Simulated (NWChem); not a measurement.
Everything below was run with NWChem. System: oxygen (O2), charge 0, spin multiplicity 3, at a geometry optimised with UB3LYP/def2-SVP. Its SCF solution wasn't tested for a lower state. Level: UB3LYP/def2-TZVPD, VWN1-RPA local correlation.

NWChem printed:

```
             Northwest Computational Chemistry Package (NWChem) 7.3.0
             --------------------------------------------------------

                                NWChem Input Module
                                -------------------

 Scaling coordinates for geometry "geometry" by  1.889725989
 (inverse scale =  0.529177249)

 Turning off AUTOSYM since
 SYMMETRY directive was detected!

                             Geometry "geometry" -> ""
                             -------------------------

 Output coordinates in angstroms (scale by  1.889725989 to convert to a.u.)

  No.       Tag          Charge          X              Y              Z
 ---- ---------------- ---------- -------------- -------------- --------------
    1 O                    8.0000     0.00000000     0.00000000     0.59997600
    2 O                    8.0000     0.00000000     0.00000000    -0.59997600

 Effective nuclear repulsion energy (a.u.)      28.2239155699

            Nuclear Dipole moment (a.u.)
            ----------------------------
        X                 Y               Z
 ---------------- ---------------- ----------------
     0.0000000000     0.0000000000     0.0000000000

      Symmetry information
      --------------------

 Group name             D2h
 Group number             26
 Group order               8
 No. of unique centers     1

      Symmetry unique atoms

     1


 Summary of "ao basis" -> "" (spherical)
 ------------------------------------------------------------------------------
       Tag                 Description            Shells   Functions and Types
 ---------------- ------------------------------  ------  ---------------------
 *                         def2-tzvpd                 on all atoms

                                 NWChem DFT Module
                                 -----------------

 Summary of "ao basis" -> "ao basis" (spherical)
 ------------------------------------------------------------------------------
       Tag                 Description            Shells   Functions and Types
 ---------------- ------------------------------  ------  ---------------------
 O                         def2-tzvpd               14       40   6s4p3d1f

 Summary of "ao basis" -> "ao basis" (spherical)
 ------------------------------------------------------------------------------
       Tag                 Description            Shells   Functions and Types
 ---------------- ------------------------------  ------  ---------------------
[...]
   Bfn.  Coefficient  Atom+Function         Bfn.  Coefficient  Atom+Function
  ----- ------------  ---------------      ----- ------------  ---------------
     8      0.371969  1 O  py                48     -0.371969  2 O  py
    11      0.317741  1 O  py                14      0.318468  1 O  py
    51     -0.317741  2 O  py                54     -0.318468  2 O  py
    17      0.143350  1 O  py                57     -0.143350  2 O  py

 Vector   10  Occ=0.000000D+00  E= 4.409469D-02  Symmetry=b1u
              MO Center= -6.9D-16, -7.1D-16,  3.1D-15, r^2= 1.2D+01
   Bfn.  Coefficient  Atom+Function         Bfn.  Coefficient  Atom+Function
  ----- ------------  ---------------      ----- ------------  ---------------
     6      4.361915  1 O  s                 46     -4.361915  2 O  s
    18     -1.596392  1 O  pz                58     -1.596392  2 O  pz
     5      1.368037  1 O  s                 45     -1.368037  2 O  s
    15     -1.024217  1 O  pz                55     -1.024217  2 O  pz
    31      0.230656  1 O  d  0              71     -0.230656  2 O  d  0

   alpha - beta orbital overlaps
   -----------------------------

   alpha      1      2      3      4      5      6      7      8      9     10
    beta      1      2      3      4      7      6      5      9      8     10
 overlap   1.000  1.000  0.999  0.999  0.998  0.998  0.999  0.995  0.995  0.998

   alpha     11     12     13     14     15     16     17     18     19     20
    beta     11     12     13     14     15     16     17     18     19     20
 overlap   1.000  0.999  0.999  1.000  0.997  0.997  0.981  0.983  1.000  1.000

   alpha     21     22     23     24     25     26     27     28     29     30
    beta     21     26     25     22     24     23     28     27     30     29
 overlap   1.000  0.997  0.997  0.997  0.997  0.997  1.000  1.000  0.996  0.996

   alpha     31     32     33     34     35     36     37     38     39     40
    beta     31     32     35     34     33     36     39     40     37     38
 overlap   1.000  1.000  0.999  0.999  1.000  1.000  1.000  1.000  1.000  1.000

   alpha     41     42     43     44     45     46     47     48     49     50
    beta     42     41     43     45     44     46     48     47     49     51
 overlap   1.000  1.000  1.000  1.000  1.000  1.000  1.000  1.000  1.000  1.000

   alpha     51     52     53     54     55     56     57     58     59     60
    beta     50     52     53     54     55     56     57     58     60     59
 overlap   1.000  0.999  1.000  1.000  1.000  1.000  1.000  1.000  1.000  1.000

   alpha     61     62     63     64     65     66     67     68     69     70
    beta     61     63     62     65     64     66     67     69     68     70
 overlap   1.000  1.000  1.000  1.000  1.000  1.000  1.000  1.000  1.000  1.000

   alpha     71     72     73     74     75     76     77     78     79     80
    beta     71     72     74     73     76     75     77     78     79     80
 overlap   1.000  1.000  1.000  1.000  1.000  1.000  1.000  1.000  1.000  1.000

     --------------------------
     Expectation value of S2:
     --------------------------
      <S2> =      2.0094 (Exact =     2.0000)

 center of mass
 --------------
 x =   0.00000000 y =   0.00000000 z =   0.00000000

 moments of inertia (a.u.)
 ------------------
          41.122283656677           0.000000000000           0.000000000000
           0.000000000000          41.122283656677           0.000000000000
           0.000000000000           0.000000000000           0.000000000000

     Multipole analysis of the density
     ---------------------------------

     L   x y z        total         alpha         beta         nuclear
     -   - - -        -----         -----         ----         -------
     0   0 0 0     -0.000000     -9.000000     -7.000000     16.000000

     1   1 0 0     -0.000000     -0.000000      0.000000      0.000000
     1   0 1 0     -0.000000     -0.000000     -0.000000      0.000000
     1   0 0 1     -0.000000      0.000000     -0.000000      0.000000

     2   2 0 0     -7.515944     -4.336094     -3.179850      0.000000
     2   1 1 0     -0.000000     -0.000000     -0.000000      0.000000
     2   1 0 1      0.000000      0.000000      0.000000      0.000000
     2   0 2 0     -7.515943     -4.336094     -3.179849      0.000000
     2   0 1 1      0.000000      0.000000      0.000000      0.000000
     2   0 0 2     -7.859389    -16.131986    -12.295087     20.567685

 Task  times  cpu:        4.0s     wall:        4.0s

 Total times  cpu:        4.2s     wall:        4.2s
```

Write an NWChem input that would produce this output.

Several could match; the one computed here: 
```
start mol
memory heap 200 mb stack 800 mb global 1000 mb
geometry units angstroms nocenter noautoz
  O      0.000000     0.000000     0.599976
  O      0.000000     0.000000    -0.599976
  symmetry group D2h
end
basis spherical
  * library def2-tzvpd
end
dft
  xc b3lyp
  odft
  mult 3
  semidirect memsize 60000000 filesize 0
  iterations 100
end
task dft energy
```
